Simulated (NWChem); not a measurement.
**BHO2 (oxoborinic acid): levels of theory compared**

Aim: a comparison of 6 runs (HF/3-21G, HF/def2-SVP, HF/def2-TZVPP, B3LYP/def2-SVPD, MP2/def2-TZVP, MP2/def2-TZVPP) of BHO2 (oxoborinic acid). 

The results are computed with NWChem 7.3.0.

1 further run of the same task is left out (set aside as unsound or not needed).

**1. The system as given**

The species is BHO2 (4 atoms), meant as a singlet with charge 0. As SMILES, `O=BO`. The coordinates come from a PBE0-D4/def2-TZVP relaxation.

Bond lengths: O1–B2 1.210 Å, B2–O3 1.322 Å, O3–H4 0.960 Å. Angles: O1–B2–O3 177.5°, B2–O3–H4 117.0°.

**2. Energy and forces at HF/3-21G (run 1)**

Input file run.py:

```python
from ase import Atoms
from ase.calculators.nwchem import NWChem

molecule = Atoms('OBOH', positions=[
    [-1.555100, 0.523500, 0.428500],
    [-0.423900, 0.132000, 0.248600],
    [0.816700, -0.302000, 0.108600],
    [1.162300, -0.353500, -0.785700],
])

calc = NWChem(
    label='bho2',
    theory='scf',
    memory='2200 mb',
    basis='3-21G',
    basispar='spherical bse',
    scf={'nopen': '0', 'rhf': None, 'thresh': '1e-08', 'maxiter': '80'},
)
molecule.calc = calc

forces = molecule.get_forces()
print(f"energy = {molecule.get_potential_energy():.6f} eV")
print("forces (eV/A):")
for s, f in zip(molecule.symbols, forces):
    print(f"{s:2s} {f[0]:10.5f} {f[1]:10.5f} {f[2]:10.5f}")
print("dipole (e A):", molecule.get_dipole_moment().round(4))
```

Run with:

```console
$ export ASE_NWCHEM_COMMAND="nwchem PREFIX.nwi > PREFIX.nwo"
$ python run.py
```

The log of the run:

```text
energy = -4737.632523 eV
forces (eV/A):
O    -0.36139    0.13575   -0.07446
B    -0.36206    0.07976    0.61974
O     0.17376   -0.03358   -0.35533
H     0.54965   -0.18193   -0.18995
dipole (e A): [ 0.6363 -0.186  -0.5232]
```

The calculator wrote bho2.nwi:

```
title "bho2"

permanent_dir bho2

scratch_dir bho2

start bho2

geometry units angstrom nocenter noautosym noautoz
  O  -1.5550999999999999e+00 5.2349999999999997e-01 4.2849999999999999e-01
  B  -4.2390000000000000e-01 1.3200000000000001e-01 2.4859999999999999e-01
  O  8.1669999999999998e-01 -3.0199999999999999e-01 1.0860000000000000e-01
  H  1.1623000000000001e+00 -3.5349999999999998e-01 -7.8569999999999995e-01
end

memory 2200 mb

basis spherical bse noprint
   * library 3-21G
end

scf
  nopen 0
  rhf
  thresh 1e-08
  maxiter 80
end

task scf gradient
```

bho2.nwo:

```text
Northwest Computational Chemistry Package (NWChem) 7.3.0
             --------------------------------------------------------

           Job information
           ---------------

    nwchem branch   = 7.3.0
    use scalapack   = T
    input           = bho2.nwi
    prefix          = bho2.
    data base       = bho2/bho2.db
    status          = startup
    nproc           =        1

           Memory information
           ------------------

    heap     =     72089596 doubles =      550.0 Mbytes
    stack    =     72089601 doubles =      550.0 Mbytes
    global   =    144179200 doubles =     1100.0 Mbytes (distinct from heap & stack)
    total    =    288358397 doubles =     2200.0 Mbytes
    verify   = yes
    hardfail = no

[... 120 lines left out ...]
 Convergence threshold     :          1.000E-08
[... 13 lines left out ...]
       Final RHF  results
[... 3 lines left out ...]
      One-electron energy =   -346.288018988527
[... 1 line left out ...]
 Nuclear repulsion energy =     54.005580487150
[... 29 lines left out ...]
                       ROHF Final Molecular Orbital Analysis
[... 196 lines left out ...]
  wavefunction    =   RHF

                         RHF ENERGY GRADIENTS

    atom               coordinates                        gradient
                 x          y          z           x          y          z
   1 O      -2.938713   0.989272   0.809748    0.007028  -0.002640   0.001448
   2 B      -0.801055   0.249444   0.469786    0.007041  -0.001551  -0.012052
   3 O       1.543339  -0.570697   0.205224   -0.003379   0.000653   0.006910
   4 H       2.196429  -0.668018  -1.484758   -0.010689   0.003538   0.003694

                 ----------------------------------------
                 |  Time  |  1-e(secs)   |  2-e(secs)   |
                 ----------------------------------------
                 |  CPU   |       0.00   |       0.05   |
                 ----------------------------------------
                 |  WALL  |       0.00   |       0.05   |
                 ----------------------------------------

 Task  times  cpu:        0.3s     wall:        0.3s
 Total times  cpu:        0.4s     wall:        0.4s
```

It took 1.4 s on 1 thread of Intel Xeon Platinum 8488C (Sapphire Rapids), shared host; peak memory 0.097 GiB.

**3. Energy and gradient at HF/def2-SVP (run 2)**

Input file job.nw:

```
start job
memory total 2200 mb
charge 0

geometry units angstrom noautosym nocenter noautoz
O       -1.555100       0.523500       0.428500
B       -0.423900       0.132000       0.248600
O        0.816700      -0.302000       0.108600
H        1.162300      -0.353500      -0.785700
end

basis spherical bse
O library def2-SVP
B library def2-SVP
H library def2-SVP
end

scf
nopen 0
rhf
thresh 1e-08
maxiter 80
noprint "final vectors analysis"
end

task scf gradient
```

Run with:

```console
$ nwchem job.nw > job.out
```

The log of the run:

```text
[...]
  functions       =    47
[...]
  wavefunction    = RHF
[...]
         Total SCF energy =   -174.946539519376
      One-electron energy =   -347.461194146527
      Two-electron energy =    118.509074140001
 Nuclear repulsion energy =     54.005580487150
        Time for solution =      1.2s
[...]
                         RHF ENERGY GRADIENTS
    atom               coordinates                        gradient
                 x          y          z           x          y          z
   1 O      -2.938713   0.989272   0.809748   -0.034356   0.011730   0.007443
   2 B      -0.801055   0.249444   0.469786    0.023220  -0.007668  -0.008250
   3 O       1.543339  -0.570697   0.205224    0.005929  -0.003362   0.015209
   4 H       2.196429  -0.668018  -1.484758    0.005207  -0.000701  -0.014402
[...]
```

It took 2.2 s on 1 thread of Intel Xeon Platinum 8488C (Sapphire Rapids), shared host; peak memory 0.099 GiB.

Runs 3 to 5 aren't shown in full; the table further down has their settings and results.

**4. Energy and gradient at MP2/def2-TZVPP (run 6)**

Input file work.nw:

```
start work
memory 2200 mb

geometry noautosym nocenter noautoz
O       -1.555100       0.523500       0.428500
B       -0.423900       0.132000       0.248600
O        0.816700      -0.302000       0.108600
H        1.162300      -0.353500      -0.785700
end

basis spherical bse
O library def2-TZVPP
B library def2-TZVPP
H library def2-TZVPP
end

scf
nopen 0
rhf
thresh 1e-08
maxiter 80
noprint "final vectors analysis"
end

mp2
freeze core 3
tight
end

task mp2 gradient
```

Run with:

```console
$ nwchem work.nw > work.out
```

The log of the run:

```text
[...]
  functions       =   107
[...]
  wavefunction    = RHF
[...]
         Total SCF energy =   -175.160929342511
      One-electron energy =   -347.724930137100
      Two-electron energy =    118.558420307438
 Nuclear repulsion energy =     54.005580487150
        Time for solution =     16.4s
[...]
          Total MP2 energy          -175.718685419959
[...]
                         mp2 ENERGY GRADIENTS
    atom               coordinates                        gradient
                 x          y          z           x          y          z
   1 O      -2.938713   0.989272   0.809748    0.019903  -0.006852  -0.003604
   2 B      -0.801055   0.249444   0.469786   -0.009518   0.003125   0.003587
   3 O       1.543339  -0.570697   0.205224   -0.011796   0.004157   0.000954
   4 H       2.196429  -0.668018  -1.484758    0.001410  -0.000430  -0.000938
[...]
```

Wall time 45 s (1 thread of Intel Xeon Platinum 8488C (Sapphire Rapids), shared host); peak memory 0.32 GiB.

**5. The series**

```csv
run,level,iteration cap,module,energy (Eh),dipole moment (D),largest force (eV/Å),wall time
1,HF/3-21G,80,scf,-174.104785,4.06,0.722,1.4 s
2,HF/def2-SVP,80,scf,-174.946540,4.14,1.906,2.2 s
3,HF/def2-TZVPP,80,scf,-175.160929,–,1.766,22 s
4,B3LYP/def2-SVPD,100,dft,-175.873584,3.87,0.247,14 s
5,MP2/def2-TZVP,80,mp2,-175.714089,3.76,1.106,36 s
6,MP2/def2-TZVPP,80,mp2,-175.718685,3.72,1.098,45 s
```

**6. Summary of results**

| quantity | value |
| --- | --- |
| run 6: total energy | -175.71869 Eh |
| run 6: dipole moment (of the density that the program reports) | 3.72 D |
| run 6: correlation energy (3 core orbitals frozen) | -557.8 mEh |
| run 6: largest force on an atom | 1.098 eV/Å |

**Reading.** Over runs 1, 2, 4, 5, 6 the dipole moment (its size) runs from 3.72 D (MP2/def2-TZVPP) to 4.14 D (HF/def2-SVP). The two ends differ in method and basis. All runs together took 2 min, the longest 45 s.
